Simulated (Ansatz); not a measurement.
BH$_{3}$SO, closed shell: a nudged elastic band.

The input file, in.yaml:

```yaml
crystal:
  periodic: [false, false, false]
  atoms:
    - {symbol: B, position_ang: [-0.204950, 0.329602, -0.097219]}
    - {symbol: S, position_ang: [0.765369, -0.880710, 0.840910]}
    - {symbol: O, position_ang: [-0.566799, 0.099893, -1.378499]}
    - {symbol: H, position_ang: [-0.273833, -0.739506, -1.743986]}
    - {symbol: H, position_ang: [-0.543188, 1.357323, 0.405007]}
    - {symbol: H, position_ang: [0.823501, -0.166502, 1.973686]}
basis:
  gaussian: {orbitals: def2-SVP}
hamiltonian: {xc: pbe0, dispersion: d4}
neb:
  images: 5
  climbing: true
  max_iterations: 30
  initial_path: idpp
  final_atoms:
    - {symbol: B, position_ang: [-0.830826, 1.164869, -0.638805]}
    - {symbol: S, position_ang: [1.373536, -0.863342, 0.771761]}
    - {symbol: O, position_ang: [-1.266573, 0.307049, -1.357277]}
    - {symbol: H, position_ang: [0.785214, -1.304027, -0.351641]}
    - {symbol: H, position_ang: [-0.445562, 2.041688, 0.036795]}
```

Command:

```bash
ansatz run in.yaml --threads 2 --pin off --events-out ev --progress --plain --max-ram 4352MiB
```

The run's output (Ansatz 0.2.0):

```
Error: invalid value for `neb.final_atoms`: lists 5 atoms but crystal.atoms has 6 — the final endpoint must contain the same atoms in the same order
```

Hardware: 2 CPU threads of an Arm Neoverse V2, shared host. Wall time about 0.05 s.


The program refused the input. The final structure lists one atom fewer than the first.